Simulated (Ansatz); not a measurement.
Run this with Ansatz 0.2.0, Python API and show what comes out.

Script `relaxed_scan_h2no.py`:
```python
import ansatz as az
import numpy as np

BASIS_SET = "def2-SVP"
FUNCTIONAL = "HF"

system = (
    az.Crystal.molecule()
    .atom("N", (-0.0915, 0.0066, 0.3189))
    .atom("O", (1.1913, -0.0171, -0.1113))
    .atom("H", (-0.5606, -0.8325, -0.0895))
    .atom("H", (-0.5392, 0.843, -0.118))
)

model = (
    system.calculation()
    .basis(gaussian=BASIS_SET)
    .functional(FUNCTIONAL)
    .spin("collinear", total=1)
)
symbols = [site.symbol for site in system.cartesian_sites]
pairs = [(0, 1), (0, 2), (0, 3)]
print("held (A)   E (eV)        ", "  ".join(f"{symbols[i]}{i}-{symbols[j]}{j}" for i, j in pairs))
for length in [0.96, 1.04, 1.13, 1.25, 1.41]:
    summary = model.relax(constraints=[az.DistanceConstraint((0, 3), at=length)], force_tolerance=0.02, max_steps=60).run(threads=1).report
    xyz = np.array(summary["positions_ang"])
    print(f"{length:6.2f} {summary['free_energy_ev']:14.5f}  ", "  ".join(f"{np.linalg.norm(xyz[i] - xyz[j]):.3f}" for i, j in pairs))
```

```console
$ python relaxed_scan_h2no.py
held (A)   E (eV)         N0-O1  N0-H2  N0-H3
DeckWarning: relax.constraints: the input's atoms, or those drawn, lie off the distances that are held; a relaxation that starts there is brought onto them ahead of its first SCF, by positions alone, [...]
  0.96    -3545.39144   1.258  1.003  0.960
  1.04    -3545.41530   1.257  1.005  1.040
  1.13    -3545.14537   1.254  1.006  1.130
  1.25    -3544.53657   1.248  1.008  1.250
  1.41    -3543.58064   1.238  1.011  1.410
```
(Warnings from the package without file and line, shortened, repeats left out.)

Caveats:
- The settings weren't tested for convergence.
- The energies are electronic: no zero-point or thermal terms, and the basis set is short of its limit.
- The run takes the species as open-shell (spin multiplicity 2), which needn't be its ground state.
- Hardware and time: 13 s on 1 thread of AMD EPYC 7B13 (Zen 3) (shared host), peak memory 0.17 GiB.
